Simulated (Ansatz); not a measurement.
System: diamond-structure Si. Method: RPBE in Ansatz (PAW).

Run with plane-wave cutoff 520 eV, 12×12×12 k mesh, Fermi–Dirac smearing 0.01 eV, scalar-relativistic PAW data made under PBE.

Cell (relaxed at this level):

```cif
data_Si2
_chemical_formula_sum 'Si2'
_space_group_name_H-M_alt 'P 1'
_space_group_IT_number 1
_cell_length_a 3.89064
_cell_length_b 3.89064
_cell_length_c 3.89064
_cell_angle_alpha 60.000
_cell_angle_beta 60.000
_cell_angle_gamma 60.000
loop_
_space_group_symop_operation_xyz
  'x, y, z'
loop_
_atom_site_label
_atom_site_type_symbol
_atom_site_fract_x
_atom_site_fract_y
_atom_site_fract_z
_atom_site_occupancy
Si1 Si 0.00000 0.00000 0.00000 1
Si2 Si 0.25000 0.25000 0.25000 1
```

Q: What does this level give for the width of the whole s-p valence band, pressure derivative B′ of the bulk modulus, bulk modulus and smallest direct gap on the k points sampled?

A: 
- width of the whole s-p valence band: 11.68 eV
- pressure derivative B′ of the bulk modulus: 4.4
- bulk modulus: 84.9 GPa
- smallest direct gap on the k points sampled: 2.55 eV

Measured, for comparison: bulk modulus 101 GPa (0 K value with zero-point phonon effects removed; as tabulated in Sun et al. (2011), doi:10.1103/physrevb.84.035117). Computed (rounded) less measured: bulk modulus -16 %.

Computed values are for the static lattice.

It cost very roughly 12 core-seconds of CPU time.

Ansatz is an electronic-structure program.
